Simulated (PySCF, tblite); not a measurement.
Breaking a bond: LiH, singlet.

Computed with: GFN2-xTB, 300 K electronic temperature (tblite); UCCSD(T) = PySCF 2.14.0 with CCSD(T) on UHF/6-31G.

Energies relative to the lowest point of each curve near equilibrium, in eV; the last columns give the difference from UCCSD(T):

```
R / Å  GFN2-xTB  UCCSD(T)  GFN2-xTB − UCCSD(T)
-----  --------  --------  -------------------
1.21      0.112     1.008               -0.896
1.28      0.030     0.659               -0.629
1.34      0.000     0.436               -0.436
1.44      0.009     0.187               -0.178
1.51      0.047     0.083               -0.036
1.57      0.095     0.031                0.065
1.60      0.124     0.014                0.109
1.66      0.187     0.000                0.187
1.69      0.222     0.001                0.221
1.74      0.283     0.011                0.272
1.85      0.429     0.069                0.360
1.98      0.606     0.182                0.425
2.17      0.872     0.394                0.477
2.40      1.246     0.680                0.566
2.66      1.675     0.994                0.682
2.90      2.058     1.246                0.813
3.23      2.546     1.509                1.037
3.55      2.964     1.674                1.290
3.91      3.360     1.777                1.583
4.36      3.746     1.838                1.909
4.79      4.013     1.862                2.151
5.55          —     1.877                    —
6.33          —     1.879                    —
```

GFN2-xTB is furthest from UCCSD(T) at 4.79 (2.151 eV, above); its mean absolute difference over the points is 0.682 eV.

A dash means that the run gave no value there, or that the column was ended at a point which the program doubted or which failed a test of continuity chosen for this set; such a test can also cut sound points.

The unrestricted determinant behind UCCSD(T) is spin-contaminated at 2.40 to 6.33 Å (<S²> up to 1.0, against 0.00 for a pure singlet).
